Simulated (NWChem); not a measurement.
Everything below was run with NWChem. System: trimethylamine (C3H9N), charge 0, spin multiplicity 1, at a geometry optimised with PBE/def2-SVP. Level: RHF/def2-TZVP.

Output (cleaned and shortened):

```
             Northwest Computational Chemistry Package (NWChem) 7.3.0
             --------------------------------------------------------

                                NWChem Input Module
                                -------------------

 Scaling coordinates for geometry "geometry" by  1.889725989
 (inverse scale =  0.529177249)

 Turning off AUTOSYM since
 SYMMETRY directive was detected!

                             Geometry "geometry" -> ""
                             -------------------------

 Output coordinates in angstroms (scale by  1.889725989 to convert to a.u.)

  No.       Tag          Charge          X              Y              Z
 ---- ---------------- ---------- -------------- -------------- --------------
    1 C                    6.0000    -0.21727000    -0.66289500     1.20457400
    2 N                    7.0000    -0.32361200     0.13561300     0.00000000
    3 C                    6.0000    -0.21727000    -0.66289500    -1.20457400
    4 C                    6.0000     0.58954000     1.26084800     0.00000000
    5 H                    1.0000     0.78493300    -1.16086800     1.32870900
    6 H                    1.0000    -0.98745100    -1.46193400     1.20376900
    7 H                    1.0000    -0.38661800    -0.02957700     2.10005700
    8 H                    1.0000     0.78493300    -1.16086800    -1.32870900
    9 H                    1.0000    -0.38661800    -0.02957700    -2.10005700
   10 H                    1.0000    -0.98745100    -1.46193400    -1.20376900
   11 H                    1.0000     1.67475600     0.96078500     0.00000000
   12 H                    1.0000     0.41939900     1.89216500    -0.89672200
   13 H                    1.0000     0.41939900     1.89216500     0.89672200

 Effective nuclear repulsion energy (a.u.)     137.7769515884

            Nuclear Dipole moment (a.u.)
            ----------------------------
        X                 Y               Z
 ---------------- ---------------- ----------------
    -0.0000037795    -0.0000075589    -0.0000000000

      Symmetry information
      --------------------

 Group name             Cs
 Group number              2
 Group order               2
 No. of unique centers     8

      Symmetry unique atoms

     1    2    4    5    6    7   11   12


 Summary of "ao basis" -> "" (spherical)
 ------------------------------------------------------------------------------
       Tag                 Description            Shells   Functions and Types
 ---------------- ------------------------------  ------  ---------------------
 *                         def2-tzvp                  on all atoms

 Summary of "ao basis" -> "ao basis" (spherical)
 ------------------------------------------------------------------------------
       Tag                 Description            Shells   Functions and Types
 ---------------- ------------------------------  ------  ---------------------
 C                         def2-tzvp                11       31   5s3p2d1f
 N                         def2-tzvp                11       31   5s3p2d1f
 H                         def2-tzvp                 4        6   3s1p

                                 NWChem SCF Module
                                 -----------------

  ao basis        = "ao basis"
  functions       =   178
  atoms           =    13
  closed shells   =    17
  open shells     =     0
  charge          =   0.00
  wavefunction    = RHF
  use symmetry    = T
  symmetry adapt  = T

 Summary of "ao basis" -> "ao basis" (spherical)
 ------------------------------------------------------------------------------
       Tag                 Description            Shells   Functions and Types
 ---------------- ------------------------------  ------  ---------------------
 C                         def2-tzvp                11       31   5s3p2d1f
 N                         def2-tzvp                11       31   5s3p2d1f
 H                         def2-tzvp                 4        6   3s1p

      Symmetry analysis of basis
      --------------------------

        a'        102
        a"         76

 Forming initial guess at       0.1s

      Superposition of Atomic Density Guess
[...]
 Starting SCF solution at       3.2s

 ----------------------------------------------
         Quadratically convergent ROHF

 Convergence threshold     :          1.000E-07
 Maximum no. of iterations :          100
 Final Fock-matrix accuracy:          1.000E-09
 ----------------------------------------------

              iter       energy          gnorm     gmax       time
             ----- ------------------- --------- --------- --------
                 1     -173.2845906769  7.37D-01  1.64D-01      4.6
                 2     -173.3272695103  2.16D-01  5.11D-02      5.9
                 3     -173.3315696508  1.04D-02  3.78D-03      9.3
                 4     -173.3315859606  9.78D-05  2.63D-05     15.9
                 5     -173.3315859620  7.04D-09  1.44D-09     25.7

       Final RHF  results
       ------------------

         Total SCF energy =   -173.331585961955
      One-electron energy =   -506.176308351347
      Two-electron energy =    195.067770800973
 Nuclear repulsion energy =    137.776951588420

        Time for solution =     22.6s

       Symmetry analysis of molecular orbitals - final
       -----------------------------------------------

  Numbering of irreducible representations:

     1 a'          2 a"

  Orbital symmetries:

     1 a'          2 a"          3 a'          4 a'          5 a'
     6 a"          7 a'          8 a'          9 a'         10 a"
    11 a'         12 a"         13 a'         14 a"         15 a"
    16 a'         17 a'         18 a'         19 a"         20 a'
    21 a"         22 a'         23 a'         24 a'         25 a"
    26 a'         27 a"

             Final eigenvalues
             -----------------

              1
    1  -15.5459
    2  -11.2462
    3  -11.2462
    4  -11.2462
    5   -1.2237
    6   -0.9442
    7   -0.9441
    8   -0.7996
    9   -0.6354
   10   -0.6269
   11   -0.6269
   12   -0.5360
   13   -0.5360
   14   -0.5108
   15   -0.5009
   16   -0.5009
   17   -0.3503
   18    0.1343
   19    0.1848
   20    0.1848
   21    0.2079
   22    0.2079
   23    0.2122
   24    0.2267
   25    0.2625
   26    0.2625
   27    0.2858

                       ROHF Final Molecular Orbital Analysis
                       -------------------------------------

 Vector   15  Occ=2.000000D+00  E=-5.009361D-01  Symmetry=a"
              MO Center= -6.4D-02,  1.8D-01, -2.2D-10, r^2= 3.3D+00
   Bfn.  Coefficient  Atom+Function         Bfn.  Coefficient  Atom+Function
  ----- ------------  ---------------      ----- ------------  ---------------
    39     -0.201118   2 N  pz               42     -0.190744   2 N  pz
     8      0.186417   1 C  pz               70      0.186417   3 C  pz
    11      0.156945   1 C  pz               73      0.156945   3 C  pz

 Vector   16  Occ=2.000000D+00  E=-5.008969D-01  Symmetry=a'
              MO Center= -1.7D-01, -8.1D-02, -3.3D-10, r^2= 3.3D+00
   Bfn.  Coefficient  Atom+Function         Bfn.  Coefficient  Atom+Function
  ----- ------------  ---------------      ----- ------------  ---------------
   100      0.207160   4 C  py               38     -0.185525   2 N  py
    41     -0.175957   2 N  py              103      0.176176   4 C  py
   132     -0.153135   6 H  s               156     -0.153135  10 H  s

 Vector   17  Occ=2.000000D+00  E=-3.503288D-01  Symmetry=a'
              MO Center= -8.8D-02,  3.7D-02, -2.0D-15, r^2= 2.3D+00
   Bfn.  Coefficient  Atom+Function         Bfn.  Coefficient  Atom+Function
  ----- ------------  ---------------      ----- ------------  ---------------
    37      0.333893   2 N  px               40      0.316486   2 N  px
    43      0.267596   2 N  px

 Vector   18  Occ=0.000000D+00  E= 1.343455D-01  Symmetry=a'
              MO Center=  3.5D-01, -1.5D-01,  2.5D-15, r^2= 9.4D+00
   Bfn.  Coefficient  Atom+Function         Bfn.  Coefficient  Atom+Function
  ----- ------------  ---------------      ----- ------------  ---------------
     5      2.957690   1 C  s                67      2.957690   3 C  s
    98      2.957883   4 C  s                36     -1.288800   2 N  s
   127     -1.211269   5 H  s               145     -1.211269   8 H  s
   163     -1.211398  11 H  s               133     -1.131828   6 H  s
   139     -1.132055   7 H  s               151     -1.132055   9 H  s

 Vector   19  Occ=0.000000D+00  E= 1.848151D-01  Symmetry=a"
              MO Center= -1.8D-02, -7.8D-01, -1.4D-13, r^2= 1.0D+01
   Bfn.  Coefficient  Atom+Function         Bfn.  Coefficient  Atom+Function
  ----- ------------  ---------------      ----- ------------  ---------------
     5      5.186222   1 C  s                67     -5.186222   3 C  s
   127     -1.894995   5 H  s               145      1.894995   8 H  s
   139     -1.637864   7 H  s               151      1.637864   9 H  s
   133     -1.453786   6 H  s               157      1.453786  10 H  s
    45     -0.744909   2 N  pz                4     -0.555617   1 C  s

 Vector   20  Occ=0.000000D+00  E= 1.848359D-01  Symmetry=a'
              MO Center=  5.4D-01,  5.6D-01, -3.0D-13, r^2= 1.0D+01
   Bfn.  Coefficient  Atom+Function         Bfn.  Coefficient  Atom+Function
  ----- ------------  ---------------      ----- ------------  ---------------
    98      5.989002   4 C  s                 5     -2.994206   1 C  s
    67     -2.994206   3 C  s               163     -2.188567  11 H  s
   169     -1.785010  12 H  s               175     -1.785010  13 H  s
   127      1.093768   5 H  s               145      1.093768   8 H  s
   133      1.052281   6 H  s               157      1.052281  10 H  s

 center of mass
 --------------
 x =  -0.04241254 y =   0.01777562 z =   0.00000000

 moments of inertia (a.u.)
 ------------------
         345.900686849589         -57.464904374156           0.000000000000
         -57.464904374156         232.989900997001          -0.000000000000
           0.000000000000          -0.000000000000         208.830972461523

  Mulliken analysis of the total density
  --------------------------------------

    Atom       Charge   Shell Charges
 -----------   ------   -------------------------------------------------------
    1 C    6     6.23   0.85  1.12  0.48  0.67  0.09  1.21  1.33  0.35  0.03  0.08  0.01
    2 N    7     7.21   0.82  1.16  0.49  0.88  0.10  1.49  1.77  0.42  0.01  0.08  0.00
    3 C    6     6.23   0.85  1.12  0.48  0.67  0.09  1.21  1.33  0.35  0.03  0.08  0.01
    4 C    6     6.23   0.85  1.12  0.48  0.67  0.09  1.21  1.33  0.35  0.03  0.08  0.01
    5 H    1     0.92   0.26  0.49  0.14  0.02
    6 H    1     0.89   0.26  0.50  0.11  0.02
    7 H    1     0.89   0.26  0.50  0.11  0.02
    8 H    1     0.92   0.26  0.49  0.14  0.02
    9 H    1     0.89   0.26  0.50  0.11  0.02
   10 H    1     0.89   0.26  0.50  0.11  0.02
   11 H    1     0.92   0.26  0.49  0.14  0.02
   12 H    1     0.89   0.26  0.50  0.11  0.02
   13 H    1     0.89   0.26  0.50  0.11  0.02

       Multipole analysis of the density wrt the origin
       ------------------------------------------------

     L   x y z        total         open         nuclear
     -   - - -        -----         ----         -------
     0   0 0 0     -0.000000      0.000000     34.000000

     1   1 0 0      0.205851      0.000000     -0.000004
     1   0 1 0     -0.086253      0.000000     -0.000008
     1   0 0 1     -0.000000      0.000000     -0.000000

     2   2 0 0    -21.857047      0.000000     35.792052
     2   1 1 0      0.848402      0.000000     36.299548
     2   1 0 1      0.000000      0.000000      0.000000
     2   0 2 0    -20.189693      0.000000    107.115806
     2   0 1 1      0.000000      0.000000      0.000000
     2   0 0 2    -19.833011      0.000000    122.379433

 Task  times  cpu:       25.8s     wall:       25.8s

 Total times  cpu:       25.8s     wall:       25.8s
```

Problem. Write an NWChem input that would produce this output.

Solution. This is not unique; one that fits is 
```
start mol
memory heap 200 mb stack 900 mb global 1100 mb
geometry units angstroms nocenter noautoz
  C     -0.217270    -0.662895     1.204574
  N     -0.323612     0.135613     0.000000
  C     -0.217270    -0.662895    -1.204574
  C      0.589540     1.260848     0.000000
  H      0.784933    -1.160868     1.328709
  H     -0.987451    -1.461934     1.203769
  H     -0.386618    -0.029577     2.100057
  H      0.784933    -1.160868    -1.328709
  H     -0.386618    -0.029577    -2.100057
  H     -0.987451    -1.461934    -1.203769
  H      1.674756     0.960785     0.000000
  H      0.419399     1.892165    -0.896722
  H      0.419399     1.892165     0.896722
  symmetry group Cs
end
basis spherical
  * library def2-tzvp
end
scf
  rhf
  nopen 0
  maxiter 100
  thresh 1e-7
  semidirect memsize 60000000 filesize 0
end
task scf energy
```
